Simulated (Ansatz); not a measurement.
Rock-salt BaTe, treated with PBEsol (PAW; Ansatz, a program for electronic structure).

Run with plane-wave cutoff 520 eV, 8×8×8 k mesh, scalar-relativistic PAW data made under PBE.

Computed at the level's own relaxed cell.

```yaml
crystal:
  lattice:
    - [0.00000, 3.47069, 3.47069]
    - [3.47069, 0.00000, 3.47069]
    - [3.47069, 3.47069, 0.00000]
  atoms:
    - { symbol: Ba, position: [0.00000, 0.00000, 0.00000] }
    - { symbol: Te, position: [0.50000, 0.50000, 0.50000] }
```

Task: Give the elastic tensor (Voigt notation, GPa, ions relaxed, in the Cartesian axes of the cell as printed).

Result: 
```
   78.2     9.0     9.0     0.0     0.0     0.0
    9.0    78.2     9.0     0.0     0.0     0.0
    9.0     9.0    78.2     0.0     0.0     0.0
    0.0     0.0     0.0    11.0     0.0     0.0
    0.0     0.0     0.0     0.0    11.0     0.0
    0.0     0.0     0.0     0.0     0.0    11.0
```

Static lattice: no zero-point or thermal effects.
